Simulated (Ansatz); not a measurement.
Two shapes of singlet C₃H₄.

Shape 1:

```xyz
7

C     0.0000    0.0000   -1.2389
C     0.0000    0.0000    0.2145
C     0.0000    0.0000    1.4252
H     0.0000   -1.0275   -1.6347
H    -0.8899    0.5138   -1.6347
H     0.8899    0.5138   -1.6347
H     0.0000    0.0000    2.4993
```

Shape 2:

```xyz
7

C     0.0144   -0.0471   -1.2476
C     0.0238   -0.0208    0.2532
C    -0.0267    0.0120    1.3847
H     0.0244   -0.9857   -1.6470
H    -0.8464    0.4966   -1.6522
H     0.8609    0.5449   -1.6084
H     0.0115   -0.0485    2.4954
```

Basis set: 6-31G* (spherical functions). Left uncorrelated: 3 orbitals. Charge 0, multiplicity 1.

Computed with Ansatz (development build ahead of 0.2.0); each method stands on the lowest determinant of its kind that the runs found.

Problem. Which shape is lower in energy, and by how much in each method?

Solution.

```tsv
method	E(2) − E(1) (eV)
RHF	0.369
RHF-MP2	0.656
```

Shape 1 is lower.
